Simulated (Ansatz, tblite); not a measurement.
Forces on [BClH3]- (BH3Cl⁻) at its PBE0-D4/def2-TZVPD geometry. Total charge -1; singlet.

The xTB rows come from tblite.

GFN1-xTB (tblite), largest force 0.76 eV/Å:

```xyz
5
positions Å, forces eV/Å
B     0.047   -0.062   -0.161    0.197   -0.260   -0.681
Cl   -0.465    0.614    1.604   -0.131    0.173    0.452
H     1.261   -0.194   -0.152   -0.203    0.031    0.023
H    -0.315    0.771   -0.978    0.051   -0.125    0.157
H    -0.527   -1.129   -0.313    0.086    0.182    0.049
```

GFN2-xTB (tblite), largest force 0.71 eV/Å:

```
B -0.022 0.029 0.077
Cl 0.185 -0.244 -0.638
H -0.355 0.074 0.099
H 0.068 -0.185 0.320
H 0.125 0.325 0.142
```

PBE-D4/def2-TZVPD (Ansatz), largest force 0.14 eV/Å:

```
B -0.002 0.003 0.008
Cl -0.034 0.044 0.116
H 0.140 -0.017 -0.004
H -0.040 0.093 -0.098
H -0.064 -0.123 -0.022
```
